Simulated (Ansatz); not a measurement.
## Relative stability

Two relaxed structures of AlH₂SO, doublet (PBE0-D4/def2-TZVP; forces vanish, vibrations not checked).

A:

O1  (1.102, 0.575, -0.442)
Al2  (-0.429, -0.123, -0.290)
S3  (-1.126, -0.849, 1.649)
H4  (-1.355, -0.248, -1.551)
H5  (1.729, 0.691, 0.270)
(Å)

B:

O1  (-1.546, -0.572, -0.298)
Al2  (-0.273, -0.267, 0.778)
S3  (1.583, 0.644, -0.001)
H4  (-1.545, -0.384, -1.236)
H5  (2.171, 0.649, 1.207)
(Å)

Program: Ansatz 0.2.0. Basis: def2-TZVPP. Cores are frozen in the correlated methods; orbitals are unrestricted. B3LYP uses VWN-RPA correlation.

Which structure is lower at CCSD(T), and by how much? (An estimate is asked for; the value comes from the calculation.)

The calculation gives: B, by 5.56 kcal/mol (electronic energy, against the other). By their contacts, A is AlH₂SO ([OH][AlH][S]) and B is AlH₂SO ([OH][Al][SH]).

Do the other methods give the same order? (Judge from chemistry; the calculation decides.)

By the calculation: Not all: HF gives the other order.

| method | E(B) − E(A) (kcal/mol) |
| --- | --- |
| PBE-D4 | -10.62 |
| r2SCAN-D4 | -8.48 |
| PBE0-D4 | -9.05 |
| B3LYP-D4 | -5.94 |
| wB97M-V | -4.96 |
| HF | 1.16 |
| MP2 | -8.90 |
| CCSD | -4.17 |
| CCSD(T) | -5.56 |

The T1 diagnostic stays at or below 0.016. ⟨S²⟩ of the unrestricted Hartree–Fock references: 0.75 to 0.76 (a pure state has 0.75).

Labels in which every atom is bracketed show which atoms are joined, not bond orders.

For scale, one of the runs: CCSD(T)/def2-TZVPP, 143 basis functions, launched by `ansatz run in.yaml --threads 2 --pin off --events-out ev --progress --plain --max-ram 4352MiB`. The run took 31 s on 2 CPU threads of an Arm Neoverse V2 (shared host), with 1.7 GiB of host memory at its peak.
